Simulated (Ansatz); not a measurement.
CH$_{10}$Si$_{2}$, singlet: a nudged elastic band.

Input (in.yaml):

```yaml
crystal:
  periodic: [false, false, false]
  atoms:
    - {symbol: Si, position_ang: [0.569483, 1.100630, 1.672046]}
    - {symbol: Si, position_ang: [1.423098, -0.805415, 0.619564]}
    - {symbol: H, position_ang: [-0.630006, 1.606564, 0.953287]}
    - {symbol: H, position_ang: [0.184382, 0.781644, 3.073324]}
    - {symbol: H, position_ang: [1.597932, 2.175486, 1.696236]}
    - {symbol: H, position_ang: [-0.835988, -0.936897, -2.178961]}
    - {symbol: C, position_ang: [-1.597735, -0.236583, -1.837409]}
    - {symbol: H, position_ang: [2.625657, -1.289486, 1.350304]}
    - {symbol: H, position_ang: [0.407789, -1.892025, 0.604811]}
    - {symbol: H, position_ang: [1.812805, -0.495144, -0.781818]}
    - {symbol: H, position_ang: [-2.414203, -0.207791, -2.558513]}
    - {symbol: H, position_ang: [-1.162182, 0.757942, -1.743114]}
    - {symbol: H, position_ang: [-1.980932, -0.559025, -0.869558]}
basis:
  gaussian: {orbitals: cc-pVDZ}
hamiltonian: {xc: {name: CAM-B3LYP}, dispersion: d4}
neb:
  images: 5
  climbing: true
  max_iterations: 60
  initial_path: idpp
  optimiser: fire
  final_atoms:
    - {symbol: Si, position_ang: [-0.857687, 1.310819, 0.708688]}
    - {symbol: Si, position_ang: [1.813662, -1.677655, 0.142155]}
    - {symbol: H, position_ang: [-1.218903, 2.734589, 0.947747]}
    - {symbol: H, position_ang: [-1.474492, 0.485401, 1.781745]}
    - {symbol: H, position_ang: [0.622077, 1.187732, 0.822961]}
    - {symbol: H, position_ang: [0.434526, -1.838508, 0.670367]}
    - {symbol: C, position_ang: [-1.441562, 0.756237, -0.978987]}
    - {symbol: H, position_ang: [2.660947, -1.003802, 1.156654]}
    - {symbol: H, position_ang: [2.377206, -3.016981, -0.166159]}
    - {symbol: H, position_ang: [1.772881, -0.863694, -1.099084]}
    - {symbol: H, position_ang: [-1.188940, -0.291836, -1.152587]}
    - {symbol: H, position_ang: [-0.974685, 1.353150, -1.765665]}
    - {symbol: H, position_ang: [-2.524930, 0.864449, -1.067634]}
```

Command:

```bash
ansatz run in.yaml --threads 4 --pin off --events-out ev --progress --plain --max-ram 9574MiB
```

Output of Ansatz 0.2.0:

```
Functional definition: CAM-B3LYP
  name "CAM-B3LYP"
  cite "Yanai, Tew & Handy, Chem. Phys. Lett. 393, 51 (2004) doi:10.1016/j.cplett.2004.06.011"
  cite "Iikura, Tsuneda, Yanai & Hirao, J. Chem. Phys. 115, 3540 (2001) doi:10.1063/1.1383587"
  cite "Becke, Phys. Rev. A 38, 3098 (1988) doi:10.1103/PhysRevA.38.3098"
  cite "Lee, Yang & Parr, Phys. Rev. B 37, 785 (1988) doi:10.1103/PhysRevB.37.785"
  cite "Vosko, Wilk & Nusair, Can. J. Phys. 58, 1200 (1980) doi:10.1139/p80-159"
  parameter alpha = 0.19
  parameter beta = 0.46
  parameter omega = 0.33/bohr
  parameter ac = 0.81
  # Exact exchange under (alpha + beta erf(omega r))/r, Becke's under what is left of 1/r.
  exchange = (1 - alpha - beta)*b88_x + beta*b88_x_sr(omega) + alpha*exact_x + beta*exact_x_lr(omega)
  correlation = (1 - ac)*vwn5_c + ac*lyp_c
1096 factors; integrals over basis functions are off by at most 3.6e-4 eV
406 factors; integrals over basis functions are off by at most 1.1e-6 eV
mean field evaluation 1: about -16951.3787 eV, gradient 3.3e1 eV
mean field evaluation 2: about -16952.2668 eV, gradient 2.6e1 eV
mean field evaluation 4: about -16953.9750 eV, gradient 1.3e-1 eV
mean field evaluation 8: about -16953.9871 eV, gradient 1.5e-3 eV
mean field -16953.98710888 eV, -623.0475344262 hartree, gradient 7.7e-6 eV, S^2 0.000000; 0 other end points of the search recorded, 0 dependent functions left out
the calculation of the forces begins
reference -16953.98726234 eV, -623.0475400657 hartree; 22, 22 occupied and 78, 78 virtual orbitals, 1096 factors
1096 factors; integrals over basis functions are off by at most 7.9e-4 eV
406 factors; integrals over basis functions are off by at most 1.5e-6 eV
mean field evaluation 16: about -16953.8561 eV, gradient 1.3e0 eV
mean field -16953.85906815 eV, -623.0428290163 hartree, gradient 4.8e-5 eV, S^2 0.000000; 0 other end points of the search recorded, 0 dependent functions left out
the calculation of the forces begins
reference -16953.85922041 eV, -623.0428346115 hartree; 22, 22 occupied and 78, 78 virtual orbitals, 1096 factors
WARN: NEB end point (image 0): max|allowed force component| = 2.809e-1 eV/Å (the criterion of neb.relax_end_points is 1.000e-2). That is over neb.f_tol: it is no minimum, so the barrier can be far off. Relax it first
WARN: NEB end point (image 6): max|allowed force component| = 2.730e-1 eV/Å (the criterion of neb.relax_end_points is 1.000e-2). That is over neb.f_tol: it is no minimum, so the barrier can be far off. Relax it first
1097 factors; integrals over basis functions are off by at most 9.3e-4 eV
406 factors; integrals over basis functions are off by at most 1.1e-6 eV
mean field evaluation 32: about -16951.9645 eV, gradient 1.4e-2 eV
mean field -16951.96445734 eV, -622.9732033529 hartree, gradient 3.7e-5 eV, S^2 0.000000; 0 other end points of the search recorded, 0 dependent functions left out
[...]
NEB iter  19: max|band force component| = 8.631e-1 eV/Å  barrier→ = 2.7729 eV  barrier← = 2.6492 eV  Δτ_max = 0.0279 Å  (108 SCF iters)
NEB iter  20: max|band force component| = 1.067e0 eV/Å  barrier→ = 2.7405 eV  barrier← = 2.6168 eV  Δτ_max = 0.0212 Å  (114 SCF iters)
NEB iter  21: max|band force component| = 7.148e-1 eV/Å  barrier→ = 2.6913 eV  barrier← = 2.5676 eV  Δτ_max = 0.0230 Å  (107 SCF iters)
NEB iter  22: max|band force component| = 1.142e0 eV/Å  barrier→ = 2.6680 eV  barrier← = 2.5443 eV  Δτ_max = 0.0209 Å  (110 SCF iters)
NEB iter  23: max|band force component| = 5.972e-1 eV/Å  barrier→ = 2.6236 eV  barrier← = 2.4999 eV  Δτ_max = 0.0200 Å  (107 SCF iters)
NEB iter  24: max|band force component| = 8.944e-1 eV/Å  barrier→ = 2.5981 eV  barrier← = 2.4744 eV  Δτ_max = 0.0172 Å  (111 SCF iters)
NEB iter  25: max|band force component| = 5.031e-1 eV/Å  barrier→ = 2.5648 eV  barrier← = 2.4411 eV  Δτ_max = 0.0171 Å  (107 SCF iters)
NEB iter  26: max|band force component| = 9.556e-1 eV/Å  barrier→ = 2.5448 eV  barrier← = 2.4211 eV  Δτ_max = 0.0168 Å  (112 SCF iters)
NEB iter  27: max|band force component| = 1.733e0 eV/Å  barrier→ = 2.5138 eV  barrier← = 2.3901 eV  CI = image 3  Δτ_max = 0.0370 Å  (105 SCF iters)
NEB iter  28: max|band force component| = 1.676e0 eV/Å  barrier→ = 2.6953 eV  barrier← = 2.5716 eV  CI = image 3  Δτ_max = 0.0284 Å  (112 SCF iters)
NEB iter  29: max|band force component| = 1.617e0 eV/Å  barrier→ = 2.8792 eV  barrier← = 2.7555 eV  CI = image 3  Δτ_max = 0.0571 Å  (110 SCF iters)
NEB iter  30: max|band force component| = 1.536e0 eV/Å  barrier→ = 3.3250 eV  barrier← = 3.2013 eV  CI = image 3  Δτ_max = 0.0314 Å  (114 SCF iters)
NEB iter  31: max|band force component| = 1.706e0 eV/Å  barrier→ = 3.5168 eV  barrier← = 3.3931 eV  CI = image 3  Δτ_max = 0.0654 Å  (109 SCF iters)
NEB iter  32: max|band force component| = 1.564e0 eV/Å  barrier→ = 3.8691 eV  barrier← = 3.7454 eV  CI = image 3  Δτ_max = 0.0312 Å  (118 SCF iters)
NEB iter  33: max|band force component| = 1.333e0 eV/Å  barrier→ = 3.9648 eV  barrier← = 3.8411 eV  CI = image 3  Δτ_max = 0.0578 Å  (110 SCF iters)
NEB iter  34: max|band force component| = 1.243e0 eV/Å  barrier→ = 4.0983 eV  barrier← = 3.9746 eV  CI = image 3  Δτ_max = 0.0795 Å  (117 SCF iters)
NEB iter  35: max|band force component| = 8.805e-1 eV/Å  barrier→ = 4.1389 eV  barrier← = 4.0152 eV  CI = image 3  Δτ_max = 0.0896 Å  (118 SCF iters)
NEB iter  36: max|band force component| = 9.716e-1 eV/Å  barrier→ = 4.0994 eV  barrier← = 3.9757 eV  CI = image 3  Δτ_max = 0.0171 Å  (120 SCF iters)
NEB iter  37: max|band force component| = 7.675e-1 eV/Å  barrier→ = 4.0628 eV  barrier← = 3.9391 eV  CI = image 3  Δτ_max = 0.0320 Å  (112 SCF iters)
NEB iter  38: max|band force component| = 9.039e-1 eV/Å  barrier→ = 4.0382 eV  barrier← = 3.9145 eV  CI = image 3  Δτ_max = 0.0439 Å  (116 SCF iters)
NEB iter  39: max|band force component| = 5.276e-1 eV/Å  barrier→ = 4.0061 eV  barrier← = 3.8824 eV  CI = image 3  Δτ_max = 0.0527 Å  (117 SCF iters)
NEB iter  40: max|band force component| = 6.953e-1 eV/Å  barrier→ = 3.9898 eV  barrier← = 3.8661 eV  CI = image 3  Δτ_max = 0.0561 Å  (121 SCF iters)
NEB iter  41: max|band force component| = 5.474e-1 eV/Å  barrier→ = 3.9684 eV  barrier← = 3.8447 eV  CI = image 3  Δτ_max = 0.0544 Å  (121 SCF iters)
NEB iter  42: max|band force component| = 5.339e-1 eV/Å  barrier→ = 3.9535 eV  barrier← = 3.8298 eV  CI = image 3  Δτ_max = 0.0083 Å  (121 SCF iters)
NEB iter  43: max|band force component| = 3.642e-1 eV/Å  barrier→ = 3.9418 eV  barrier← = 3.8181 eV  CI = image 3  Δτ_max = 0.0133 Å  (108 SCF iters)
NEB iter  44: max|band force component| = 5.669e-1 eV/Å  barrier→ = 3.9343 eV  barrier← = 3.8106 eV  CI = image 3  Δτ_max = 0.0185 Å  (108 SCF iters)
NEB iter  45: max|band force component| = 2.621e-1 eV/Å  barrier→ = 3.9211 eV  barrier← = 3.7974 eV  CI = image 3  Δτ_max = 0.0219 Å  (108 SCF iters)
NEB iter  46: max|band force component| = 4.567e-1 eV/Å  barrier→ = 3.9138 eV  barrier← = 3.7901 eV  CI = image 3  Δτ_max = 0.0078 Å  (108 SCF iters)
NEB iter  47: max|band force component| = 1.592e-1 eV/Å  barrier→ = 3.9100 eV  barrier← = 3.7863 eV  CI = image 3  Δτ_max = 0.0067 Å  (103 SCF iters)
NEB iter  48: max|band force component| = 3.036e-1 eV/Å  barrier→ = 3.9096 eV  barrier← = 3.7859 eV  CI = image 3  Δτ_max = 0.0078 Å  (101 SCF iters)
NEB iter  49: max|band force component| = 1.688e-1 eV/Å  barrier→ = 3.9048 eV  barrier← = 3.7811 eV  CI = image 3  Δτ_max = 0.0098 Å  (104 SCF iters)
NEB iter  50: max|band force component| = 2.738e-1 eV/Å  barrier→ = 3.9014 eV  barrier← = 3.7777 eV  CI = image 3  Δτ_max = 0.0110 Å  (103 SCF iters)
NEB iter  51: max|band force component| = 2.276e-1 eV/Å  barrier→ = 3.8957 eV  barrier← = 3.7720 eV  CI = image 3  Δτ_max = 0.0141 Å  (106 SCF iters)
NEB iter  52: max|band force component| = 2.128e-1 eV/Å  barrier→ = 3.8886 eV  barrier← = 3.7649 eV  CI = image 3  Δτ_max = 0.0178 Å  (111 SCF iters)
NEB iter  53: max|band force component| = 2.975e-1 eV/Å  barrier→ = 3.8800 eV  barrier← = 3.7563 eV  CI = image 3  Δτ_max = 0.0255 Å  (109 SCF iters)
NEB iter  54: max|band force component| = 2.246e-1 eV/Å  barrier→ = 3.8706 eV  barrier← = 3.7469 eV  CI = image 3  Δτ_max = 0.0343 Å  (111 SCF iters)
NEB iter  55: max|band force component| = 2.277e-1 eV/Å  barrier→ = 3.8614 eV  barrier← = 3.7377 eV  CI = image 3  Δτ_max = 0.0460 Å  (113 SCF iters)
NEB iter  56: max|band force component| = 4.060e-1 eV/Å  barrier→ = 3.8589 eV  barrier← = 3.7352 eV  CI = image 3  Δτ_max = 0.0572 Å  (117 SCF iters)
NEB iter  57: max|band force component| = 6.865e-1 eV/Å  barrier→ = 3.8619 eV  barrier← = 3.7382 eV  CI = image 3  Δτ_max = 0.0270 Å  (115 SCF iters)
NEB iter  58: max|band force component| = 1.347e0 eV/Å  barrier→ = 3.8742 eV  barrier← = 3.7505 eV  CI = image 3  Δτ_max = 0.0132 Å  (111 SCF iters)
NEB iter  59: max|band force component| = 4.013e-1 eV/Å  barrier→ = 3.8542 eV  barrier← = 3.7305 eV  CI = image 3  Δτ_max = 0.0171 Å  (104 SCF iters)
NEB iter  60: max|band force component| = 8.790e-1 eV/Å  barrier→ = 3.8592 eV  barrier← = 3.7355 eV  CI = image 3  Δτ_max = 0.0022 Å  (104 SCF iters)
Error: NEB band did not converge after 60 iterations: max|band force component| = 8.79e-1 eV/Å (threshold 5.0e-2); raise `neb.max_iterations` in a new run, which can start from the last band evaluated (`neb.initial_path`, with `crystal.atoms` and `neb.final_atoms` set to its first and last images), add images, or start from endpoints closer to local minima. Where this run's directory can be resumed (`checkpoint.write`), a resume goes on for up to `neb.max_iterations` more; to start a new run from the last band, take its images' positions from the `neb_iteration` event of iteration 60 (`data.images[].positions_ang`), in the event stream of the run that computed that iteration (not this run's, if it was resumed behind it). With `checkpoint.write`, `steps/00-neb/state/checkpoint.json` in the run directory holds the last saved band, under `neb.evaluated.images[].positions_ang` (a band under a hybrid functional on support functions is neither saved nor resumed: `neb.initial_path` says where its path is): check the last entry of `neb.iterations` there, which is earlier than 60 if that iteration was not saved or its write failed. If the band's step has no `state` directory and holds `state.next`, a write was cut short, and the file is under `state.next` instead (behind a loss of power it can be under `state.prev`)
a run's events are kept only if it was started with --events-out <file>, and are in that file

[the SCF lines of later steps are left out]
```

The lines “mean field evaluation” count trial sets of orbitals through the whole run, from several starts and some on an approximate energy, so they need not fall steadily or lie above the final value.

Hardware: 4 CPU threads of an AMD EPYC 7R43, shared host. Wall time about 6.2 min.


The run did not converge within its limit.